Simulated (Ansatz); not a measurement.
System: antiferromagnetic (type II) rock-salt NiO. Method: PBEsol (PAW; Ansatz, a quantum-chemistry and plane-wave program).

Settings: plane-wave cutoff 500 eV, 16×16×16 k mesh, Fermi–Dirac smearing 0.05 eV, spin-polarised with opposed moments, scalar-relativistic PAW data made under PBE.

Cell (relaxed at this level):

```
NiO
1.0
    4.10620     2.03948     2.03948
    2.03948     4.10620     2.03948
    2.03948     2.03948     4.10620
Ni O
2 2
Direct
  0.00000   0.00000   0.00000
  0.50000   0.50000   0.50000
  0.25000   0.25000   0.25000
  0.75000   0.75000   0.75000
```

Question: Predict the magnetic moment (largest site, within a sphere) and band gap.

Answer: 
- magnetic moment (largest site, within a sphere) = 1.29 μB
- band gap = 0.75 eV (on the SCF k mesh)

Note: a magnet's gap depends somewhat on the PAW data.

Moments are spin moments.

Computed values are for the static lattice.

It cost about 6 core-minutes (a rough figure) of CPU time.
